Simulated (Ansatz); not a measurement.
in.yaml

```yaml
crystal:
  periodic: [false, false, false]
  atoms:
    - {symbol: B, position_ang: [-0.000019, -0.303817, 0.981005]}
    - {symbol: N, position_ang: [0.000023, -0.228496, -0.380547]}
    - {symbol: Ge, position_ang: [-0.000002, -0.146228, -2.270355]}
    - {symbol: H, position_ang: [-0.000002, 0.678541, 1.669897]}
basis:
  gaussian: {orbitals: STO-3G, fitting: {mean_field: def2-universal-jkfit}}
magnetization: {spin_polarized: false, initial_magnetization: 1}
correlation: {active_space: {window: {electrons: 5, orbitals: 5}, states: [{multiplicity: 2, weights: [1, 1, 1, 1]}], root: 3}}
```

```sh
$ ansatz run in.yaml --threads 1 --pin off --events-out ev --progress --plain --max-ram 2393MiB
```

Roughly how long does this take on 1 thread of Arm Neoverse V1, shared host, and how much host memory?

1.3 s wall and 0.19 GiB.

```
436 factors; integrals over basis functions are off by at most 1.6e-2 eV
mean field evaluation 1: about -57965.5770 eV, gradient 2.7e1 eV
mean field evaluation 2: about -57965.7280 eV, gradient 3.1e1 eV
mean field evaluation 4: about -57968.8667 eV, gradient 1.9e0 eV
mean field evaluation 8: about -57969.1133 eV, gradient 1.4e-1 eV
mean field evaluation 16: about -57969.1130 eV, gradient 1.5e-1 eV
mean field evaluation 32: about -57968.9287 eV, gradient 2.6e-1 eV
mean field -57969.11417267 eV, -2130.3256529688 hartree, gradient 2.7e-6 eV, S^2 0.750000; 7 other end points of the search recorded, 0 dependent functions left out
reference -57969.11417267 eV, -2130.3256529688 hartree; 23, 22 occupied and 6, 7 virtual orbitals, 436 factors
state -57971.15816124 eV, -2130.4007681634 hartree
state -57970.59336041 eV, -2130.3800121156 hartree
state -57969.01622914 eV, -2130.3220536103 hartree
state -57967.95024220 eV, -2130.2828793129 hartree
1 active orbitals were swapped for others, from the solution at -57969.51932449 eV, -2130.3405420235 hartree to that at -57969.67949825 eV, -2130.3464283006 hartree; typed "places" are swapped only where nearly empty or full, and so, without "given_window_search", are "orbital_numbers", "shells" and a window whose orbitals a file names under [Active]
Total energy: -57967.95024220 eV, -2130.2828793129 hartree
```

Natural occupations, averaged over the states: 1.9598 1.4369 0.7300 0.5187 0.3546.
